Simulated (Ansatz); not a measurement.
# CH5N: the cost of one run

Program: Ansatz 0.2.0, Gaussian basis. Level of theory: single points in def2-TZVPP. These are calculated values, not measurements.

Correlated methods freeze the cores.

1 further run of the same task is left out (it didn't finish).

## Step 1: Where the work starts

SMILES `CN`, 7 atoms, charge 0, spin multiplicity 1.

Atoms are counted from 1 here; the program's logs count them from 0.

Bond lengths: C1–N2 1.438 Å, C1–H3 1.109 Å, C1–H4 1.148 Å, C1–H5 1.146 Å, N2–H6 1.009 Å, N2–H7 1.023 Å. Angles: N2–C1–H3 118.8°, N2–C1–H4 108.3°, N2–C1–H5 116.2°, H3–C1–H4 103.9°, H3–C1–H5 103.0°, H4–C1–H5 105.2°, C1–N2–H6 110.0°, C1–N2–H7 111.9°, H6–N2–H7 103.3°.

Geometry (Å):

```
atom    x (Å)    y (Å)    z (Å)
  C1  -0.4697  -0.1266  -0.2742
  N2   0.7951   0.3952   0.1670
  H3  -1.0452  -0.7818   0.4103
  H4  -0.2853  -0.7852  -1.1966
  H5  -1.2480   0.6463  -0.6065
  H6   1.4541  -0.3583   0.2964
  H7   0.7302   0.8146   1.0981
```

## Step 2: PBE-D4/def2-TZVPP

File run/in.yaml:

```yaml
crystal:
  periodic: [false, false, false]
  atoms:
    - {symbol: C, position_ang: [-0.469688, -0.126630, -0.274190]}
    - {symbol: N, position_ang: [0.795102, 0.395153, 0.167022]}
    - {symbol: H, position_ang: [-1.045240, -0.781843, 0.410326]}
    - {symbol: H, position_ang: [-0.285349, -0.785245, -1.196619]}
    - {symbol: H, position_ang: [-1.248046, 0.646259, -0.606517]}
    - {symbol: H, position_ang: [1.454097, -0.358271, 0.296354]}
    - {symbol: H, position_ang: [0.730192, 0.814578, 1.098075]}
basis:
  gaussian: {orbitals: def2-TZVPP}
hamiltonian: {xc: pbe, dispersion: d4}
output: {forces: true}
```

The run is started by

```
$ ansatz run in.yaml --threads 2 --pin off --events-out ev --progress --plain --max-ram 3481MiB
```

What time and memory should one allow on 2 threads of Intel Xeon at 2.50GHz, shared host?

About 2.2 s, with a peak of 0.12 GiB.
